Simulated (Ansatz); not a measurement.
The same path of BFH$_{3}$N (6 atoms, charge 0, multiplicity 1) was run twice with different band settings. Lost on the way: B1–H2, B1–F3. Made: H2–F3.

These are results of RKS B3LYP-D4/def2-SVP in Ansatz 0.2.0, not measurements.

Relaxed end points:

```xyz
6
Properties=species:S:1:pos:R:3
B 0.109 -0.022 0.107
H 0.150 -0.463 1.231
F 1.233 0.454 -0.446
N -1.079 0.004 -0.621
H -1.955 -0.342 -0.251
H -1.137 0.370 -1.566
```

```xyz
6
Properties=species:S:1:pos:R:3
B -0.585 -0.242 0.266
H 1.237 -0.002 0.690
F 2.068 0.324 0.347
N -1.546 -0.073 -0.690
H -2.519 -0.346 -0.560
H -1.334 0.338 -1.599
```

Common settings: spring 5.0 eV/Å²; optimiser quadratic models (default); start path through a guess of the saddle point; force threshold 0.05 eV/Å; iteration limit 60; end points relaxed.

| run | movable images | climbing image |
| --- | --- | --- |
| 1 | 7 | yes |
| 2 | 8 | no |

(1) What does each run give, and how far can it be trusted?

Answers

(1) Run 1: converged after 18 iterations, highest image 4.706 eV above the first end. Neighbouring images differ by up to 1.8 eV, so the band resolves the path poorly. A vibrational analysis at the climbing image gives one clearly imaginary mode, 779i cm⁻¹: a first-order saddle point.
Run 2: converged after 24 iterations, highest image 4.706 eV above the first end. Neighbouring images differ by up to 1.8 eV, so the band resolves the path poorly. No image climbed, so the highest image needn't sit at the top of the path.
The orbitals stay closed-shell, which can raise the energy where a bond breaks towards radicals; this wasn't checked here.
